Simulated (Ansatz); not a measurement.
```yaml
crystal:
  periodic: [false, false, false]
  atoms:
    - {symbol: N, position_ang: [-1.734370, -0.067111, 0.000411]}
    - {symbol: O, position_ang: [-0.627628, 0.468541, 0.003570]}
    - {symbol: S, position_ang: [1.022732, -0.235945, -0.002155]}
    - {symbol: H, position_ang: [1.528422, 1.001254, 0.006178]}
basis:
  gaussian: {orbitals: def2-TZVP}
magnetization: {spin_polarized: true, initial_magnetization: 2}
hamiltonian: {xc: pbe0}
relax: {f_tol: 0.004, max_steps: 80}
```

```sh
$ ansatz run in.yaml --threads 1 --pin off --events-out ev --progress --plain --max-ram 2176MiB
```

Steps of the relaxation (energy above the last step; positions in Å, forces in eV/Å):

```
4
step 1, 129.5 meV
N    -1.734   -0.067    0.000   -0.473   -0.957   -0.006
O    -0.628    0.469    0.004    0.321    1.576    0.011
S     1.023   -0.236   -0.002    0.184   -0.756   -0.005
H     1.528    1.001    0.006   -0.033    0.136    0.001
```

```
4
step 2, 62.8 meV
N    -1.713   -0.091    0.000   -0.178   -0.586   -0.004
O    -0.628    0.510    0.004    0.124    0.884    0.006
S     1.010   -0.245   -0.002   -0.017   -0.312   -0.002
H     1.521    0.993    0.006    0.071    0.014    0.000
```

```
4
step 3, 32.2 meV
N    -1.678   -0.188    0.000    0.479    0.482    0.003
O    -0.681    0.615    0.005    0.106   -0.724   -0.005
S     0.940   -0.218   -0.002   -0.332    0.400    0.003
H     1.608    0.958    0.006   -0.253   -0.158   -0.001
```

```
4
step 8, 0.0 meV
N    -1.659   -0.170    0.000    0.002    0.002    0.000
O    -0.630    0.594    0.004   -0.002   -0.003    0.000
S     0.918   -0.218   -0.002   -0.001    0.001    0.000
H     1.560    0.960    0.006    0.001    0.000    0.000
```

Close pairs at the end: N1–O2 1.282 Å, S3–H4 1.342 Å, O2–S3 1.748 Å.

A stationary point of unrestricted PBE0 after 8 steps, with ⟨S²⟩ = 2.011 against 2.00 for a pure state; no frequencies were run, so it isn't proven a minimum. 15 s on 1 thread of AMD EPYC 9R45, shared host.
